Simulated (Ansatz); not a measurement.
# H₂O (triplet): from Hartree-Fock to the top rungs at distance H1–H2 along a hydrogen transfer = 0.844 Å, cc-pVTZ

Aim: climb from Hartree-Fock through coupled cluster and multireference methods for H₂O (triplet) at one geometry and basis, and see what each rung misses.

The runs use Ansatz 0.2.0, Gaussian basis; cc-pVTZ, core rule «outside noble gas», up to 1 orbitals frozen.

Plan: UHF; CCSD(T) on ROHF; CCSD(T) on UHF; BCCD(T) on ROHF; CISD; CCSDT(Q) on ROHF; CCSDT(Q) on UHF; CASSCF and NEVPT2, 4 electrons in 4 orbitals; CASSCF and MRCISD+Q, 8 electrons in 6 orbitals; CASSCF and NEVPT2, 8 electrons in 6 orbitals.

5 further runs of the same task are left out: 4 that didn't finish, 1 set aside as unsound or not needed.

### 1 The system

The geometry derives from fragments relaxed apart (PBE0/def2-TZVP) and kept rigid, so it is no stationary point. A hydrogen atom is moved between rigid fragments.

3 atoms, charge 0, spin multiplicity 3.

Atoms are counted from 1 here; the program's logs count them from 0.

Bond lengths: H1–H2 0.844 Å, H2–O3 1.122 Å. Angles: H1–H2–O3 180.0°.

### 2 UHF

in.yaml reads:

```yaml
crystal:
  periodic: [false, false, false]
  atoms:
    - {symbol: H, position_ang: [0.000000, 0.000000, -0.936667]}
    - {symbol: H, position_ang: [0.000000, 0.000000, -0.092667]}
    - {symbol: O, position_ang: [0.000000, 0.000000, 1.029333]}
basis:
  gaussian: {orbitals: cc-pVTZ}
magnetization: {spin_polarized: true, initial_magnetization: 2}
hamiltonian: {xc: hf}
output: {orbitals: {seedname: orbitals}}
```

Launch:

```
$ ansatz run in.yaml --threads 1 --pin off --events-out ev --progress --plain --max-ram 2393MiB
```

The runs that follow: CCSD(T) on ROHF; CCSD(T) on UHF; BCCD(T) on ROHF; CISD; CCSDT(Q) on ROHF; CCSDT(Q) on UHF; CASSCF and NEVPT2, 4 electrons in 4 orbitals; CASSCF and MRCISD+Q, 8 electrons in 6 orbitals; CASSCF and NEVPT2, 8 electrons in 6 orbitals.

**Question.** What will the summary of the whole plan be? Wanted: UCCSDT(Q) below the RHF energy; RMP2 from UCCSDT(Q); UMP2 from UCCSDT(Q); RCCSD from UCCSDT(Q); RCCSD(T) from UCCSDT(Q); UCCSD(T) from UCCSDT(Q); RCCSDT(Q) from UCCSDT(Q); NEVPT2 pair from UCCSDT(Q); NEVPT2 valence from UCCSDT(Q).

As calculated:

| quantity | value |
| --- | --- |
| UCCSDT(Q) below the RHF energy | -6.7819 eV |
| RMP2 from UCCSDT(Q) | +61.8 kJ/mol |
| UMP2 from UCCSDT(Q) | +73.9 kJ/mol |
| RCCSD from UCCSDT(Q) | +17.9 kJ/mol |
| RCCSD(T) from UCCSDT(Q) | +1.9 kJ/mol |
| UCCSD(T) from UCCSDT(Q) | +1.8 kJ/mol |
| RCCSDT(Q) from UCCSDT(Q) | +0.2 kJ/mol |
| NEVPT2 pair from UCCSDT(Q) | +60.5 kJ/mol |
| NEVPT2 valence from UCCSDT(Q) | +89.7 kJ/mol |
| MRCISD+Q valence from UCCSDT(Q) | +6.3 kJ/mol |
| levels within 1 kcal/mol (43 meV) | RCCSD(T), UCCSD(T), BCCD(T), RCCSDT, UCCSDT, RCCSDT(Q) |
| T1 diagnostic | 0.026 |
| effectively unpaired electrons | 2.01 |

**Reading.** RCCSD(T) misses by +1.9 kJ/mol, 0.3 % of the correlation energy. One determinant dominates. Of the multireference levels listed MRCISD+Q valence comes nearest in total energy (+6.3 kJ/mol), which doesn't show that its space is the better one. These misses are within one basis, not against nature; the frozen cores of restricted and unrestricted runs differ, which can shift their rows.
